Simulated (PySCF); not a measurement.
Compound: silyl cyanide, CH₃NSi.
Bonds: N1–C2 (triple), C2–Si3. Hydrogens: H4, H5, H6 on Si3.

Method: PySCF, PBE0-D3(BJ)/def2-TZVP geometry optimisation, gas phase; density fitting, grid level 2; the optimiser is geomeTRIC in internal coordinates, started from a GFN2-xTB structure with every atom displaced at random (about 0.01 Å).

Step 2: E = -10447.5646 eV
```
atom  x, y, z in Å  |  force x, y, z in eV/Å
N1      2.3960    0.2251   -0.0217   -0.001  -0.202   0.061
C2      1.2691   -0.0111    0.0240   -0.038   0.297  -0.086
Si3    -0.5812   -0.0626   -0.0036    0.085  -0.042   0.018
H4     -0.9952   -1.0693   -1.0035   -0.013  -0.016   0.005
H5     -1.0099    1.2988   -0.3928   -0.030  -0.018   0.001
H6     -1.0545   -0.4109    1.3528   -0.004  -0.019   0.001
```

Step 3: E = -10447.5808 eV
```
atom  x, y, z in Å  |  force x, y, z in eV/Å
N1      2.4114    0.1689   -0.0021   -0.178  -0.126   0.036
C2      1.2672    0.0260    0.0140    0.270   0.216  -0.069
Si3    -0.5745   -0.0393   -0.0112   -0.182  -0.191   0.036
H4     -0.9815   -1.0705   -0.9962    0.037   0.066   0.021
H5     -1.0679    1.3011   -0.3962    0.033  -0.004   0.002
H6     -1.0304   -0.4161    1.3469    0.020   0.039  -0.025
```

Q: Estimate the geometry and energy of step 4. (The exact step hangs on the optimiser's Hessian estimate; all steps are aligned on step 3, rigid shifts and turns removed.)

A: E = -10447.5861 eV, largest force 0.214 eV/Å
```
atom  x, y, z in Å  |  force x, y, z in eV/Å
N1      2.4157    0.1375    0.0075   -0.124  -0.045   0.012
C2      1.2663    0.0512    0.0063    0.191   0.092  -0.032
Si3    -0.5758   -0.0329   -0.0130   -0.148  -0.141   0.025
H4     -0.9707   -1.0691   -0.9962    0.033   0.053   0.011
H5     -1.0922    1.2989   -0.3966    0.030   0.004   0.002
H6     -1.0190   -0.4154    1.3473    0.018   0.037  -0.018
```

The energy changes by -0.0053 eV. The first-order estimate −F·Δx gives -0.0082 eV and the mean of the old and new forces, exact on a quadratic surface, -0.0054 eV. The step makes an angle of 72° with the force vector and moves no atom by more than 0.033 Å.

The cost below is that of the whole optimisation. The run took 36 s on an Arm Neoverse N1 with one thread, shared host with 64 logical CPUs at a one-minute load of 49, and the process peaked at 0.46 GiB of memory.
